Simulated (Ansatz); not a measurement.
Input file for Ansatz (an electronic-structure program): R-PBE/def2-TZVPPD on CH7B (a complex). Files ending in .json are basis or fitting sets from the Basis Set Exchange.

Ansatz 0.2 input:
```yaml
crystal:
  periodic: [false, false, false]
  atoms:
    - {symbol: C, position_ang: [0.00346000, 0.00000000, 1.38045208]}
    - {symbol: H, position_ang: [0.84849635, 0.00000000, 0.68958651]}
    - {symbol: H, position_ang: [0.39513333, 0.00000000, 2.39584935]}
    - {symbol: H, position_ang: [-0.60268447, -0.88994299, 1.22482674]}
    - {symbol: H, position_ang: [-0.60268447, 0.88994299, 1.22482674]}
    - {symbol: B, position_ang: [-0.00555317, 0.00000000, -1.59887976]}
    - {symbol: H, position_ang: [0.58455128, -1.03051800, -1.67949525]}
    - {symbol: H, position_ang: [0.58455128, 1.03051800, -1.67949525]}
    - {symbol: H, position_ang: [-1.18903148, 0.00000000, -1.47677217]}
basis:
  gaussian:
    orbitals: def2-TZVPPD.json
hamiltonian:
  xc: {name: PBE}
scf: {lower_state_search: off}
```

Program output:

```
WARN ansatz: RAYON_NUM_THREADS=2 ignored (pool sized by the plan → 2); use --threads N
Functional definition: PBE
these checks for a lower state are left out or cut short: stability, starts, cluster_reference, orbital_swaps, neighbouring_geometries, increment
integrals: 0.05 GiB planned
752 factors; their error is unknown
mean field: 0.65 GiB planned
mean field evaluation 1: about -1815.0169 eV, gradient 6.0e1 eV
mean field evaluation 2: about -1807.2420 eV, gradient 7.5e1 eV
mean field evaluation 4: about -1823.6742 eV, gradient 3.2e0 eV
mean field evaluation 8: about -1823.6807 eV, gradient 7.8e-2 eV
mean field evaluation 16: about -1823.6807 eV, gradient 3.3e-6 eV
mean field -1823.68067588 eV, -67.0190287034 hartree, gradient 3.3e-6 eV, S^2 0.000000; 0 other end points of the search recorded, 0 dependent functions left out
reference -1823.68072083 eV, -67.0190303552 hartree; 9, 9 occupied and 184, 184 virtual orbitals, 752 factors
Total energy: -1823.68072083 eV, -67.0190303552 hartree
Checks for a lower state left out: stability, starts, cluster_reference, orbital_swaps, neighbouring_geometries, increment
```

The calculation finished and met its thresholds.

Cost: about 1.4 core-seconds (a rough figure).
